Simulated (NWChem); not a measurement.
CH3 cation

```xyz
4

C      0.0000     0.0000     0.0000
H      0.7807     0.7807     0.0000
H      0.2858    -1.0664     0.0000
H     -1.0664     0.2858     0.0000
```
Atoms are numbered in this order, from 1.

Computed with NWChem. Structure relaxed at the PBE0/def2-SVP level. Level: PBE0/def2-SVP with SMD (1 M gas to 1 M solution), gas-phase geometry. Reactions with the solvent are ignored.

For solvent 1-octanol:

```
Property                          Value
--------------------------------  -----
solvation free energy (kcal/mol)  -74.7
```

Q: How do the values read with solvent cyclohexanone instead?

A: 
* **solvation free energy (kcal/mol)**: -78.1
